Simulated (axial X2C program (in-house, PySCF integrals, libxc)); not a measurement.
**Potential curves of SiN⁻, 2c**

Computed with an axial X2C code built on PySCF integrals. Two-component (2c) means X2C with spin–orbit coupling and atomic mean-field two-electron Coulomb and Gaunt terms. Basis: Si dyall-av3z [9s8p3d2f], N dyall-av3z [7s7p3d2f] (cores contracted in-house); Gaussian nuclei, density fitting, unrestricted open shells. Masses: Si 27.977 u, N 14.003 u.

State: Ω = 0 (closed shell). Energies in cm⁻¹ from the fragments at the same level (Si- + N). Fits are polynomials in 1 − R0/R over 0.85 to 1.23 times the lowest point R0.

| R (Å) | CCSD |
| --- | --- |
| 1.4460 | -37798 |
| 1.4937 | -41042 |
| 1.5413 | -42822 |
| 1.5890 | -43458 |
| 1.6446 | -43080 |
| 1.7002 | -41797 |
| 1.7717 | -39208 |

Correlated methods: 10 electrons correlated (number of frozen shells: Si 2 s, 1 p; N 1 s), 200 virtual spin orbitals or spinors in MP2, 90 natural virtuals in coupled cluster.

Occupations by symmetry block were frozen at the best pattern of an incomplete PBE0 search. Closed shells are restricted here (equal orbitals for both partners); the stretched side of such a curve lies too high. De is counted from the lowest determinant-based energies of the atoms at the same level, without counterpoise correction. CCSD ran in a truncated set of natural virtual spinors with an MP2 remainder; without triples it tends to underbind. Coupled cluster ran on the points near the minimum only. MP2 and coupled cluster on one determinant become unreliable at the stretched end.

Q: What are Re, ωe and De at the CCSD level?

A: At CCSD, 2c: Re = 1.597 Å, ωe ≈ 1170 cm⁻¹, De = 5.39 eV to Si- + N; Be follows as 0.708 cm⁻¹.
